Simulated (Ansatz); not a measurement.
For rhombohedral A7 As, PBEsol (plane waves, PAW; Ansatz, a first-principles code) gives:

equilibrium lattice constant a: 3.782 Å
lattice parameter c: 10.112 Å

### Question
What does r²SCAN+rVV10 in Ansatz (plane waves, PAW) give for the same quantities?

### Answer

- lattice constant a: 3.759 Å (drops by 0.6 %)
- lattice parameter c: 10.736 Å (grows by 6.2 %)

For comparison: lattice constant a 3.760 Å (measured, 4 K, no zero-point or thermal correction; as tabulated in Schiferl, Barrett, J. Appl. Cryst. 2, 30 (1969), as in the American …); lattice parameter c 10.441 Å (measured, 4 K, not corrected to a static lattice; as tabulated in Schiferl, Barrett, J. Appl. Cryst. 2, 30 (1969), as in the American …).

Changes are worked out from the printed values.

Unless a cell is named, each level is at its own relaxed cell (PBEsol 20.87, r²SCAN+rVV10 21.90 Å³/atom).

Caveats: the cell comes from a level without a dispersion term, which matters for the spacing of layers, chains or molecules (PBEsol). Ansatz's density-functional and Hartree–Fock values are scalar-relativistic unless marked +SOC, with PAW data made under PBE.
